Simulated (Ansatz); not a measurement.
A made-up structure of C2HS, doublet:

```
4
angstrom
C 0.5667 0.4912 -0.0059
C -0.3625 -0.3145 0.0039
S 1.0584 -0.8685 -1.0780
H 1.3709 1.1886 -0.0149
```

It is relaxed with PBE-D4/def2-SVP and then PBE0-D4/def2-TZVP (Ansatz 0.2.0). Atoms count as bonded within 1.22 times the sum of their covalent radii (H–H: 0.88 Å). The end point is not checked to be a true minimum.

Question: Does its bonding change? (A judgement: the text doesn't fix the answer.)

Answer: Computed: No: no bond forms or breaks.

Where it ends: The first stage lowers the energy by 0.87 eV in 6 steps. It ends as C₂HS ([C]1[CH][S]1):
C1  (0.730, 0.428, -0.130)
C2  (-0.379, -0.296, 0.024)
S3  (0.993, -0.954, -1.095)
H4  (1.289, 1.319, 0.106)
(Å)

Labels in which every atom is bracketed show which atoms are joined, not bond orders.

For scale, one of the runs: PBE0-D4/def2-TZVP relaxation, 105 basis functions, launched by `ansatz run in.yaml --threads 2 --pin off --events-out ev --progress --plain --max-ram 4352MiB`. The run took about 13 s on 2 CPU threads of an Intel Xeon Platinum 8259CL (shared host).
